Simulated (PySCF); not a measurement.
**One elementary step**

Start structure (SiH4ClF, closed shell), relaxed at PBE0-D4/def2-TZVP:

```xyz
7
angstrom
Si -0.9639 -0.3861 0.0003
F -0.1225 0.4095 1.0901
H -0.4173 -0.0667 -1.3317
H -0.9094 -1.8215 0.3351
Cl -2.8998 0.2372 0.0847
H 2.3387 0.9690 -0.1453
H 2.7248 0.9537 -0.7840
```

The step: SiH₂ClF ([F][SiH2][Cl]) + H₂ → SiH₃Cl ([SiH3][Cl]) + HF; bonds formed: Si1–H7, F2–H6; bonds broken: Si1–F2, H6–H7. PySCF 2.14 with density fitting (its default auxiliary sets; JK sets also for MP2 and CCSD(T)); basis: def2-TZVPP and def2-QZVPP; cores frozen in the correlated methods. Extrapolation: Hartree–Fock as exp(−7.88 √X), correlation as X^−2.97. Energies below are by CCSD(T) at an estimated basis limit (MP2 extrapolated from triple and quadruple zeta, plus CCSD(T) − MP2 in triple zeta).

Task: What are the electronic barrier and the energy of the step, from the start structure to the end structure? (To be estimated.)

Result: The calculation gives: Barrier 2.748 eV; step energy 1.107 eV (uphill); reverse barrier, their difference, 1.642 eV. Barrier and step energy count from the start structure, the reverse barrier from the end structure.

The saddle point: One imaginary mode of 1140i cm⁻¹.
```json
{"pair": "Si1–H7", "start (Å)": "4.00", "saddle (Å)": "1.69", "end (Å)": "1.48"}
{"pair": "F2–H6", "start (Å)": "2.81", "saddle (Å)": "1.18", "end (Å)": "0.93"}
{"pair": "Si1–F2", "start (Å)": "1.59", "saddle (Å)": "1.93", "end (Å)": "3.51"}
{"pair": "H6–H7", "start (Å)": "0.75", "saddle (Å)": "1.00", "end (Å)": "3.14"}
```

Zero-point energy (harmonic, PBE0-D4): ZPE is 0.894 eV at the start and 0.964 eV at the saddle, so the barrier goes from 2.748 to 2.819 eV.

T1 diagnostic: at most 0.012.

Labels in which every atom is bracketed show which atoms are joined, not bond orders.

For scale, one of the runs: CCSD(T)/def2-TZVPP, 171 basis functions, launched by `OMP_NUM_THREADS=4 python run.py`. Time: 3.1 min of wall clock on 4 CPU threads of an Arm Neoverse V1; the host was shared. Peak host memory: 1.5 GiB.
